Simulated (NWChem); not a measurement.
Program: NWChem. System: benzene (C6H6), charge 0, spin multiplicity 1, at a geometry optimised with B3LYP/def2-SVP. Level: MP2/def2-SVP, 6 core orbitals frozen.

Job file:

```
start mol
memory heap 200 mb stack 900 mb global 1100 mb
geometry units angstroms nocenter noautoz
  C      0.000000     0.000000     1.398852
  C     -1.211423     0.000000     0.699426
  C     -1.211423     0.000000    -0.699426
  C      0.000000     0.000000    -1.398852
  C      1.211423     0.000000    -0.699426
  C      1.211423     0.000000     0.699426
  H      0.000000     0.000000     2.492116
  H     -2.158220     0.000000     1.246058
  H     -2.158220     0.000000    -1.246058
  H      0.000000     0.000000    -2.492116
  H      2.158220     0.000000    -1.246058
  H      2.158220     0.000000     1.246058
  symmetry group D2h
end
basis spherical
  * library def2-svp
end
scf
  rhf
  nopen 0
  maxiter 100
  thresh 1e-7
  semidirect memsize 60000000 filesize 0
end
mp2
  freeze core 6
end
task mp2 energy
```

Output (cleaned and shortened):

```
             Northwest Computational Chemistry Package (NWChem) 7.3.0
             --------------------------------------------------------

                                NWChem Input Module
                                -------------------

 Scaling coordinates for geometry "geometry" by  1.889725989
 (inverse scale =  0.529177249)

 Turning off AUTOSYM since
 SYMMETRY directive was detected!

                             Geometry "geometry" -> ""
                             -------------------------

 Output coordinates in angstroms (scale by  1.889725989 to convert to a.u.)

  No.       Tag          Charge          X              Y              Z
 ---- ---------------- ---------- -------------- -------------- --------------
    1 C                    6.0000     0.00000000     0.00000000     1.39885200
    2 C                    6.0000    -1.21142300     0.00000000     0.69942600
    3 C                    6.0000    -1.21142300     0.00000000    -0.69942600
    4 C                    6.0000     0.00000000     0.00000000    -1.39885200
    5 C                    6.0000     1.21142300     0.00000000    -0.69942600
    6 C                    6.0000     1.21142300     0.00000000     0.69942600
    7 H                    1.0000     0.00000000     0.00000000     2.49211600
    8 H                    1.0000    -2.15822000     0.00000000     1.24605800
    9 H                    1.0000    -2.15822000     0.00000000    -1.24605800
   10 H                    1.0000     0.00000000     0.00000000    -2.49211600
   11 H                    1.0000     2.15822000     0.00000000    -1.24605800
   12 H                    1.0000     2.15822000     0.00000000     1.24605800

 Effective nuclear repulsion energy (a.u.)     202.7368236591

            Nuclear Dipole moment (a.u.)
            ----------------------------
        X                 Y               Z
 ---------------- ---------------- ----------------
     0.0000000000     0.0000000000    -0.0000000000

      Symmetry information
      --------------------

 Group name             D2h
 Group number             26
 Group order               8
 No. of unique centers     4

      Symmetry unique atoms

     1    2    7    8


 Summary of "ao basis" -> "" (spherical)
 ------------------------------------------------------------------------------
       Tag                 Description            Shells   Functions and Types
 ---------------- ------------------------------  ------  ---------------------
 *                          def2-svp                  on all atoms

 Summary of "ao basis" -> "ao basis" (spherical)
 ------------------------------------------------------------------------------
       Tag                 Description            Shells   Functions and Types
 ---------------- ------------------------------  ------  ---------------------
 C                          def2-svp                 6       14   3s2p1d
 H                          def2-svp                 3        5   2s1p

                                 NWChem SCF Module
                                 -----------------

  ao basis        = "ao basis"
  functions       =   114
  atoms           =    12
  closed shells   =    21
  open shells     =     0
  charge          =   0.00
  wavefunction    = RHF
  use symmetry    = T
  symmetry adapt  = T

 Summary of "ao basis" -> "ao basis" (spherical)
 ------------------------------------------------------------------------------
       Tag                 Description            Shells   Functions and Types
[...]
   Bfn.  Coefficient  Atom+Function         Bfn.  Coefficient  Atom+Function
  ----- ------------  ---------------      ----- ------------  ---------------
     8      0.596140   1 C  py               50      0.596140   4 C  py
     5      0.315467   1 C  py               47      0.315467   4 C  py
    22     -0.298071   2 C  py               36     -0.298071   3 C  py
    64     -0.298071   5 C  py               78     -0.298071   6 C  py
    19     -0.157733   2 C  py               33     -0.157733   3 C  py

 Vector   24  Occ=0.000000D+00  E= 1.807282D-01  Symmetry=ag
              MO Center=  3.8D-17, -6.2D-22,  1.0D-15, r^2= 1.0D+01
   Bfn.  Coefficient  Atom+Function         Bfn.  Coefficient  Atom+Function
  ----- ------------  ---------------      ----- ------------  ---------------
    86      0.826524   7 H  s                91      0.826507   8 H  s
    96      0.826507   9 H  s               101      0.826524  10 H  s
   106      0.826507  11 H  s               111      0.826507  12 H  s
     3     -0.583129   1 C  s                17     -0.583134   2 C  s
    31     -0.583134   3 C  s                45     -0.583129   4 C  s

 center of mass
 --------------
 x =   0.00000000 y =   0.00000000 z =  -0.00000000

 moments of inertia (a.u.)
 ------------------
         318.617679810592           0.000000000000           0.000000000000
           0.000000000000         637.226751582533           0.000000000000
           0.000000000000           0.000000000000         318.609071771941

  Mulliken analysis of the total density
  --------------------------------------

    Atom       Charge   Shell Charges
 -----------   ------   -------------------------------------------------------
    1 C    6     6.05   1.99  0.88  0.26  2.01  0.86  0.04
    2 C    6     6.05   1.99  0.88  0.26  2.01  0.86  0.04
    3 C    6     6.05   1.99  0.88  0.26  2.01  0.86  0.04
    4 C    6     6.05   1.99  0.88  0.26  2.01  0.86  0.04
    5 C    6     6.05   1.99  0.88  0.26  2.01  0.86  0.04
    6 C    6     6.05   1.99  0.88  0.26  2.01  0.86  0.04
    7 H    1     0.95   0.76  0.17  0.03
    8 H    1     0.95   0.76  0.17  0.03
    9 H    1     0.95   0.76  0.17  0.03
   10 H    1     0.95   0.76  0.17  0.03
   11 H    1     0.95   0.76  0.17  0.03
   12 H    1     0.95   0.76  0.17  0.03

       Multipole analysis of the density wrt the origin
       ------------------------------------------------

     L   x y z        total         open         nuclear
     -   - - -        -----         ----         -------
     0   0 0 0     -0.000000      0.000000     42.000000

     1   1 0 0     -0.000000      0.000000      0.000000
     1   0 1 0      0.000000      0.000000      0.000000
     1   0 0 1     -0.000000      0.000000     -0.000000

     2   2 0 0    -23.808640      0.000000    192.311636
     2   1 1 0      0.000000      0.000000      0.000000
     2   1 0 1     -0.000000      0.000000      0.000000
     2   0 2 0    -30.226100      0.000000      0.000000
     2   0 1 1      0.000000      0.000000      0.000000
     2   0 0 2    -23.808382      0.000000    192.316422

                   NWChem MP2 Semi-direct Energy/Gradient Module
                   ---------------------------------------------

  Basis functions       =    114
  Molecular orbitals    =    114
  Frozen core           =      6
  Frozen virtuals       =      0
  Active alpha occupied =     15
  Active beta occupied  =     15
  Active alpha virtual  =     93
  Active beta virtual   =     93
  Use MO symmetry       = T
  Use skeleton AO sym   = T

  AO/Fock/Back tols     =   1.0D-09  1.0D-09  1.0D-09

 GA uses MA = F    GA memory limited = T

 Available:
  local mem=  1.26D+08
 global mem=  1.44D+08
 local disk=  0.00D+00
  mp2_memr nvloc                    93
  nvloc new                    93
   1 passes of  15:        3145728                      62084                  30315835.
   1 passes of  15: M    126151308           G      144153208           F     123005580.

 Semi-direct pass number   1 of   1  for RHF alpha+beta  at        1.5s
  vrange nnbf                  6387
  mp2_eaftype                   115  avail_ma_in_mb                  1099
 EAF : mp2_eaftype filesize         115   15157917.
  mp2_eaf for mointskh                    115
Node 0 wrote     71.3 Mb in      0.1 s     Agg I/O rate:   946.1 Mb/s
 Done moints_semi at        6.0s
  mp2_eaftype                   115  avail_ma_in_mb                   984
 EAF : mp2_eaftype filesize         115   15157917.
  mp2_eaf for kh                   115
 Done maket at        6.5s
 Done multipass loop at        6.5s

          -------------------------------------------
          SCF energy                -230.534931170570
          Correlation energy          -0.781613076494
          Singlet pairs               -0.479211203985
          Triplet pairs               -0.302401872509
          Total MP2 energy          -231.316544247064
          -------------------------------------------

          ---------------------------------------------------
                    Spin Component Scaled (SCS) MP2
          Same spin pairs                     -0.201601248339
          Same spin scaling factor             0.333333333333
          Opposite spin pairs                 -0.580011828154
          Opposite spin scaling fact.          1.200000000000
          SCS-MP2 correlation energy          -0.763214609898
          Total SCS-MP2 energy              -231.298145780469
          ---------------------------------------------------

 -----------------------
 Performance information
 -----------------------

 Timer overhead =  1.37D-07 seconds/call

               Nr. of calls         CPU time (s)                 Wall time (s)                GFlops
             ---------------    -------------------     ------------------------------   -------------------
Name         Min   Avg   Max    Min     Avg     Max     Min     Avg     Max   Mx/calls   Min     Max     Sum
mp2: moin     1     1     1    4.5     4.5     4.5      4.5     4.5     4.5     4.5      0.0     0.0     0.0
mp2: make     1     1     1   0.49    0.49    0.49     0.49    0.49    0.49    0.49      0.0     0.0     0.0
mp2: tota     1     1     1    5.1     5.1     5.1      5.1     5.1     5.1     5.1      0.0     0.0     0.0

 The average no. of pstat calls per process was 3.00D+00
 with a timing overhead of 4.10D-07s

 Task  times  cpu:        6.5s     wall:        6.5s

 Total times  cpu:        6.5s     wall:        6.5s
```
